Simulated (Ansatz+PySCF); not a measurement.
Two shapes of singlet NH3.

Shape 1:

```xyz
4

N     0.0000    0.0000    0.1824
H     1.4038    0.0000   -0.4255
H    -0.7019    1.2157   -0.4255
H    -0.7019   -1.2157   -0.4255
```

Shape 2:

```xyz
4

N     0.0000    0.0000    0.3648
H     2.8075    0.0000   -0.8511
H    -1.4038    2.4314   -0.8511
H    -1.4038   -2.4314   -0.8511
```

Basis set: cc-pVDZ (spherical functions). Correlated methods keep 1 orbital frozen. Charge 0, multiplicity 1.

Computed with Ansatz (development build ahead of 0.2.0); each method stands on the lowest determinant of its kind that the runs found.

Task: Which shape is lower in energy, and by how much in each method?

Result:

```csv
method,E(2) − E(1) (eV)
UHF-CCSDT(Q),5.589
PBE (restricted),11.413
PBE (unrestricted),6.787
r²SCAN (restricted),12.201
ωB97X (unrestricted),5.729
```

Shape 1 is lower. Caution for UHF-CCSDT(Q): bonds are stretched, where a single reference can fail; a plain start can end on a higher determinant. Caution for UHF-CCSDT(Q), ωB97X (unrestricted): the unrestricted determinant is a mixture of spin states. Caution for PBE (restricted), PBE (unrestricted), r²SCAN (restricted), ωB97X (unrestricted): charge can spread falsely over distant fragments. Caution for PBE (restricted), r²SCAN (restricted): an unrestricted determinant lies well below. Caution for PBE (unrestricted): the unrestricted determinant is spin contaminated.
